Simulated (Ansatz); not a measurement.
# CH5N2: the cost of one run

Method: BLYP-D4/STO-3G; program: Ansatz 0.2.0, Gaussian basis.

**1. The system as given**

The start, a pair relaxed at PBE0-D4: 8 atoms, charge 1, spin multiplicity 1.

Atoms are counted from 1 here; the program's logs count them from 0.

Bond lengths: N1–H2 1.020 Å, N1–H3 1.020 Å, N1–H4 1.063 Å, N1–H5 1.020 Å, C6–N7 1.141 Å, C6–H8 1.074 Å. Angles: H2–N1–H3 109.1°, H2–N1–H4 109.9°, H2–N1–H5 109.1°, H3–N1–H4 109.9°, H3–N1–H5 109.1°, H4–N1–H5 109.9°, N7–C6–H8 180.0°.

As a file:

```
N     0.09837   -0.06017   -1.45439
H     1.02542    0.24450   -1.75198
H    -0.60374    0.54905   -1.87478
H     0.02667   -0.01637   -0.39458
H    -0.05645   -1.01688   -1.77306
C    -0.16498    0.10085    2.43869
N    -0.08803    0.05376    1.30123
H    -0.23736    0.14516    3.50888
```

**2. Dynamics**

md/in.yaml

```yaml
crystal:
  periodic: [false, false, false]
  atoms:
    - {symbol: N, position_ang: [0.098368, -0.060168, -1.454393]}
    - {symbol: H, position_ang: [1.025424, 0.244500, -1.751985]}
    - {symbol: H, position_ang: [-0.603735, 0.549045, -1.874782]}
    - {symbol: H, position_ang: [0.026672, -0.016374, -0.394581]}
    - {symbol: H, position_ang: [-0.056455, -1.016881, -1.773058]}
    - {symbol: C, position_ang: [-0.164975, 0.100853, 2.438694]}
    - {symbol: N, position_ang: [-0.088033, 0.053762, 1.301227]}
    - {symbol: H, position_ang: [-0.237365, 0.145164, 3.508877]}
basis:
  gaussian: {orbitals: STO-3G}
total_charge: 1
hamiltonian: {xc: {name: BLYP}, dispersion: d4}
md: {n_steps: 30, timestep: 0.5, temperature: 200, ensemble: nve, seed: 383, initial_velocities: maxwell_boltzmann}
```

Run with:

```
ansatz run in.yaml --threads 2 --pin off --events-out ev --progress --plain --max-ram 5222MiB
```

**Question.** How long does this run take on 2 threads of Arm Neoverse V1, shared host?

About 12 s.
